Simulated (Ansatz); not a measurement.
# C₂H₈Si (SMILES CC[SiH3]): energies and forces away from the minimum

The task here is to estimate one member of a computed series from the others.

Computed with Ansatz 0.2.0, Gaussian basis. Level: single points with forces in def2-TZVPP.

Levels: PBE-D4, r2SCAN-D4, PBE0-D4, wB97M-V, Hartree-Fock, MP2, CCSD, CCSD(T). Each coordinate is moved by a Gaussian draw of the width named (0.7 of it for atoms other than hydrogen): 0.02, 0.06 Å.

Correlated methods freeze the cores.

9 further runs of the same task are left out: 9 set aside as unsound or not needed.

**Starting geometry**

The minimum, relaxed at PBE0-D4: SMILES `CC[SiH3]`, 11 atoms, charge 0, spin multiplicity 1.

Atoms are counted from 1 here; the program's logs count them from 0.

Bond lengths: C1–C2 1.526 Å, C1–H4 1.093 Å, C1–H5 1.093 Å, C1–H6 1.093 Å, C2–Si3 1.876 Å, C2–H7 1.095 Å, C2–H8 1.095 Å, Si3–H9 1.489 Å, Si3–H10 1.489 Å, Si3–H11 1.489 Å. Angles: C2–C1–H4 111.6°, C2–C1–H5 111.4°, C2–C1–H6 111.4°, H4–C1–H5 107.5°, H4–C1–H6 107.5°, H5–C1–H6 107.3°, C1–C2–Si3 113.4°, C1–C2–H7 110.5°, C1–C2–H8 110.5°, Si3–C2–H7 108.1°, Si3–C2–H8 108.1°, H7–C2–H8 106.0°, C2–Si3–H9 110.4°, C2–Si3–H10 110.4°, C2–Si3–H11 111.1°, H9–Si3–H10 108.0°, H9–Si3–H11 108.5°, H10–Si3–H11 108.5°.

Geometry (Å):

| atom | x (Å) | y (Å) | z (Å) |
| --- | --- | --- | --- |
| C1 | -0.8235 | 1.0669 | -0.4236 |
| C2 | -0.5432 | -0.4156 | -0.1957 |
| Si3 | 1.1526 | -0.7497 | 0.5346 |
| H4 | -1.8174 | 1.2277 | -0.8490 |
| H5 | -0.0971 | 1.5091 | -1.1104 |
| H6 | -0.7716 | 1.6309 | 0.5114 |
| H7 | -0.6236 | -0.9699 | -1.1370 |
| H8 | -1.2937 | -0.8488 | 0.4744 |
| H9 | 1.2942 | -0.0665 | 1.8505 |
| H10 | 2.2174 | -0.2327 | -0.3694 |
| H11 | 1.3711 | -2.2085 | 0.7348 |

Energies of the minimum (eV), from earlier single points: PBE-D4 -10075.88157, r2SCAN-D4 -10081.07981, PBE0-D4 -10077.23886, B3LYP-D4 -10084.46262, wB97M-V -10080.94355, CCSD(T) -10066.19874.

The first run:

Input file ccsdt-tzvpp/in.yaml:

```yaml
crystal:
  periodic: [false, false, false]
  atoms:
    - {symbol: C, position_ang: [-0.823740, 1.072428, -0.421089]}
    - {symbol: C, position_ang: [-0.554063, -0.425643, -0.163557]}
    - {symbol: Si, position_ang: [1.160765, -0.751589, 0.499113]}
    - {symbol: H, position_ang: [-1.818025, 1.229996, -0.858624]}
    - {symbol: H, position_ang: [-0.049395, 1.516831, -1.094527]}
    - {symbol: H, position_ang: [-0.777272, 1.626416, 0.510670]}
    - {symbol: H, position_ang: [-0.663369, -0.979849, -1.143915]}
    - {symbol: H, position_ang: [-1.301490, -0.859330, 0.469762]}
    - {symbol: H, position_ang: [1.308018, -0.086131, 1.825294]}
    - {symbol: H, position_ang: [2.165900, -0.232494, -0.396732]}
    - {symbol: H, position_ang: [1.363122, -2.250192, 0.703543]}
basis:
  gaussian: {orbitals: def2-TZVPP}
correlation: {method: ccsd_t}
output: {forces: true}
```

The command line of these runs was not kept.

Steps of the session up to this table: Structure 1, width 0.02 Å; Structure 2, width 0.06 Å.

One table of the session follows, with a row left open; its other results are not shown here.

```
   method  RMS force component (eV/Å)  angle to CCSD(T) forces (°)  dipole (D)
   PBE-D4                       1.323                          5.3        0.85
r2SCAN-D4                       1.285                          2.3        0.85
  PBE0-D4                       1.309                          3.5        0.82
  wB97M-V                           ?                            ?           ?
  CCSD(T)                       1.280                    reference        0.75
```

Estimate the missing values for wB97M-V.

The run gave: RMS force component (eV/Å): 1.267; angle to CCSD(T) forces (°): 2.2; dipole (D): 0.80. In the column «RMS force component (eV/Å)» it is the lowest.
